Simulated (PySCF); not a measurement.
**A thermochemical cycle for Na2**

PBE in PySCF with x2c-SVPall on every atom, spin-free X2C, for the lowest determinant that a PBE0 search found; no spin–orbit coupling. Na2, a singlet (closed shell), has De = 0.80 eV to neutral atoms, and Na₂⁺, a doublet (σ ↑), has De = 1.07 eV to Na⁺ + Na.

The adiabatic ionisation energy of Na2, between the minima, is 5.01 eV.

**Question.** Which ionisation energy of the Na atom does this level give?

**Answer.** IE(Na) = IE(molecule) + De(ion) − De(neutral) = 5.01 + 1.07 − 0.80 = 5.28 eV; the measured value is 5.139 eV (NIST ASD).

Closed-shell solutions of metal pairs were not tested for spin polarisation, which can lower them a little. States were picked by a PBE0 search and need not be the measured ground states.
